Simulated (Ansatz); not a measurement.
A nudged elastic band was laid between two geometries of BFH$_{2}$ (4 atoms, charge 0, multiplicity 1).

These are results of RKS B3LYP/def2-TZVP in Ansatz, not measurements.

```json
{
 "movable images": "6",
 "climbing image": "no",
 "spring": "5.0 eV/Å²",
 "optimiser": "quadratic models (default)",
 "start path": "through a guess of the saddle point",
 "force threshold": "0.05 eV/Å",
 "iteration limit": "60",
 "end points": "relaxed"
}
```

First end point:

```xyz
4
Properties=species:S:1:pos:R:3
B 0.263 0.000 0.203
H 0.257 0.000 1.396
F 1.435 0.000 -0.408
H -0.718 0.000 -0.476
```

Last end point:

```xyz
4
Properties=species:S:1:pos:R:3
B -0.563 0.000 -0.102
H 1.301 0.000 0.514
F 2.211 0.000 0.802
H -1.712 0.000 -0.500
```

Question: What changes between the two ends?

Answer: Bonds broken: B1–H2, B1–F3. Bonds formed: H2–F3. BFH2 becomes BH + FH.

Question: What energy profile does the band end with?

Answer: It converged. The highest image is number 3 of 0 to 7, 5.09 eV above the first end and 0.14 eV above the last; the last end lies 4.95 eV above the first. Neighbouring images differ by up to 2.6 eV, so the band resolves the path poorly. No image climbed, so the highest image needn't sit at the top of the path. The orbitals stay closed-shell, which can raise the energy where a bond breaks towards radicals; this wasn't checked here.

| image | path coordinate (Å) | energy (eV) | B1–H2 (Å) | B1–F3 (Å) | H2–F3 (Å) |
| --- | --- | --- | --- | --- | --- |
| 0 | 0.00 | 0.00 | 1.19 | 1.32 | 2.15 |
| 1 | 0.40 | 0.91 | 1.16 | 1.39 | 1.77 |
| 2 | 0.80 | 3.55 | 1.18 | 1.70 | 1.48 |
| 3 | 1.20 | 5.09 | 1.35 | 2.04 | 1.19 |
| 4 | 1.60 | 5.09 | 1.72 | 2.39 | 0.98 |
| 5 | 2.00 | 5.03 | 1.84 | 2.65 | 0.96 |
| 6 | 2.40 | 4.98 | 1.90 | 2.82 | 0.96 |
| 7 | 2.80 | 4.95 | 1.96 | 2.92 | 0.95 |

Question: What is the geometry of the highest image?

Answer: 
```xyz
4
Properties=species:S:1:pos:R:3:forces:R:3
B -0.340 0.000 0.319 0.73 0.00 -0.04
H 0.836 0.000 0.974 -0.66 0.00 0.26
F 1.690 0.000 0.140 -0.38 0.00 -0.43
H -0.949 0.000 -0.719 0.31 0.00 0.20
```

Run time: 59 s on 1 thread of Arm Neoverse V1 (shared host), peak memory 0.12 GiB.
